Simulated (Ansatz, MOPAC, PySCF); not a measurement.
System: carbon monosulfide, CS, net charge 0, singlet state. SMILES: [S+]#[C-]
Geometry from a B3LYP-D3(BJ)/def2-TZVP (Ansatz, a first-principles code) optimisation:
```
C
S 1 1.5320
```
Charge 0, spin multiplicity 1.

Unscaled harmonic wavenumbers (cm⁻¹) in rising order, each level at the stationary point that it reaches from this structure (no distance between atoms moves by over 0.3 Å); the order of modes can differ between levels, and a negative number is imaginary. B3LYP-D3(BJ)/def2-TZVP (PySCF, at the structure above): 1310.

AM1 (MOPAC): 941. Zero-point energy 1.3 against 1.9 kcal/mol; where all levels lie over 400 cm⁻¹, the wavenumbers are on average 0.719 times those of B3LYP-D3(BJ)/def2-TZVP.

PM3 (MOPAC): 1137. Zero-point energy 1.6 against 1.9 kcal/mol; where all levels lie over 400 cm⁻¹, the wavenumbers are on average 0.868 times those of B3LYP-D3(BJ)/def2-TZVP.

HF/3-21G (Ansatz): 1284. Zero-point energy 1.8 against 1.9 kcal/mol; where all levels lie over 400 cm⁻¹, the wavenumbers are on average 0.980 times those of B3LYP-D3(BJ)/def2-TZVP.
